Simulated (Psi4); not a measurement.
# Worked example: vertical energy of the triplet above the singlet of HBS (hydrogen boron sulfide)

HBS: 3 atoms, total charge 0, spin state singlet. SMILES: `B=S`. Geometry: relaxed at PBE0-D4/def2-TZVP.

```xyz
3

B    -0.0387   -0.0146    0.1348
S     0.3992    0.1476   -1.3933
H    -0.3605   -0.1331    1.2585
```

Both states at this one shape; open shells run unrestricted unless said. 1 Eh = 27.2114 eV.

| level | program | singlet HBS (Eh) | triplet HBS (Eh) |
| --- | --- | --- | --- |
| r2SCAN/def2-TZVPPD | Psi4 | -423.624214 | -423.462216 |
| HSE06/def2-TZVPPD | Psi4 | -423.511799 | -423.349587 |
| wB97X-V/def2-TZVPPD | Psi4 | -423.599971 | -423.414589 |

Task: Work out the vertical gap, second state less first, at each level.

Result: 
1. r2SCAN/def2-TZVPPD: -423.462216 − (-423.624214) = 0.161998 Eh = 4.41 eV.
2. HSE06/def2-TZVPPD: -423.349587 − (-423.511799) = 0.162212 Eh = 4.41 eV.
3. wB97X-V/def2-TZVPPD: -423.414589 − (-423.599971) = 0.185382 Eh = 5.04 eV.

No measured value is set beside it here; the levels span 4.41 to 5.04 eV.
